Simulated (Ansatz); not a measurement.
# CF₃+ (SMILES F[C+](F)F): functionals against CCSD(T) at one geometry

The atoms stand at a structure displaced at random from a GFN2-xTB minimum. How far do the functionals agree with CCSD(T) there?

The runs use Ansatz 0.2.0, Gaussian basis; single points in def2-TZVPP.

Cores are frozen in the correlated methods.

## (1) The starting structure

SMILES `F[C+](F)F`, 4 atoms, charge 1, spin multiplicity 1.

Atoms are counted from 1 here; the program's logs count them from 0.

Bond lengths: F1–C2 1.180 Å, C2–F3 1.208 Å, C2–F4 1.197 Å. Angles: F1–C2–F3 119.5°, F1–C2–F4 120.3°, F3–C2–F4 120.2°.

As a file:

```xyz
4
CF3
F     0.6755   -0.1172    0.9558
C    -0.0028    0.0048   -0.0016
F    -0.5652   -0.9617   -0.4593
F    -0.1113    1.0718   -0.5322
```

## (2) CCSD(T)/def2-TZVPP

File run/in.yaml:

```yaml
crystal:
  periodic: [false, false, false]
  atoms:
    - {symbol: F, position_ang: [0.675500, -0.117200, 0.955800]}
    - {symbol: C, position_ang: [-0.002800, 0.004800, -0.001600]}
    - {symbol: F, position_ang: [-0.565200, -0.961700, -0.459300]}
    - {symbol: F, position_ang: [-0.111300, 1.071800, -0.532200]}
basis:
  gaussian: {orbitals: def2-TZVPP}
total_charge: 1
correlation: {method: ccsd_t}
output: {forces: true}
```

The command line of these runs was not kept.

## (3) PBE0-D4/def2-TZVPP

run/in.yaml, as its differences from that of step 2:

```diff
@@ -10,3 +10,3 @@
 total_charge: 1
-correlation: {method: ccsd_t}
-output: {forces: true}
+hamiltonian: {xc: pbe0, dispersion: d4}
+output: {forces: true, orbitals: {seedname: orbitals}}
```

## (4) wB97M-V/def2-TZVPP

run/in.yaml, as its differences from that of step 3:

```diff
@@ -10,3 +10,3 @@
 total_charge: 1
-hamiltonian: {xc: pbe0, dispersion: d4}
-output: {forces: true, orbitals: {seedname: orbitals}}
+hamiltonian: {xc: {name: wB97M-V}}
+output: {forces: true}
```

## (5) r2SCAN-D4/def2-TZVPP

run/in.yaml, as its differences from that of step 4:

```diff
@@ -10,3 +10,3 @@
 total_charge: 1
-hamiltonian: {xc: {name: wB97M-V}}
+hamiltonian: {xc: r2scan, dispersion: d4}
 output: {forces: true}
```

## (6) PBE-D4/def2-TZVPP

run/in.yaml, as its differences from that of step 5:

```diff
@@ -10,3 +10,3 @@
 total_charge: 1
-hamiltonian: {xc: r2scan, dispersion: d4}
+hamiltonian: {xc: pbe, dispersion: d4}
 output: {forces: true}
```

## (7) r2SCAN0-D4/def2-TZVPP

run/in.yaml, as its differences from that of step 6:

```diff
@@ -10,3 +10,3 @@
 total_charge: 1
-hamiltonian: {xc: pbe, dispersion: d4}
+hamiltonian: {xc: {name: r2SCAN0}, dispersion: d4}
 output: {forces: true}
```

## (8) CAM-B3LYP-D4/def2-TZVPP

run/in.yaml, as its differences from that of step 7:

```diff
@@ -10,3 +10,3 @@
 total_charge: 1
-hamiltonian: {xc: {name: r2SCAN0}, dispersion: d4}
+hamiltonian: {xc: {name: CAM-B3LYP}, dispersion: d4}
 output: {forces: true}
```

(Steps that only read results are left out.)

Before running it: what results should come out? Wanted: energy less free atoms, CCSD(T)/def2-TZVPP; RMS force component; RMS force error; HOMO and LUMO, PBE0-D4; T1 diagnostic.

The runs gave:

| quantity | value |
| --- | --- |
| energy less free atoms, CCSD(T)/def2-TZVPP | -124.3 kcal/mol |
| RMS force component | 1.517 to 2.365 eV/Å over the methods |
| RMS force error | PBE0-D4 0.147, wB97M-V 0.023, r2SCAN-D4 0.075, PBE-D4 0.508, r2SCAN0-D4 0.404, CAM-B3LYP-D4 0.110 eV/Å |
| HOMO and LUMO, PBE0-D4 | -21.83 and -9.78 eV |
| T1 diagnostic | 0.014 |

Against CCSD(T) the functionals' energies less atoms differ by -36.9 to +0.3 kcal/mol, PBE-D4 by -36.9 kcal/mol. A larger basis would deepen the CCSD(T) value, while the functionals are nearly converged already, so the order here is not reliable. The forces of wB97M-V come nearest to CCSD(T), those of PBE-D4 are farthest. Frozen-core CCSD(T) forces in triple zeta carry basis errors of their own, and this is one geometry, so small gaps rank nothing.
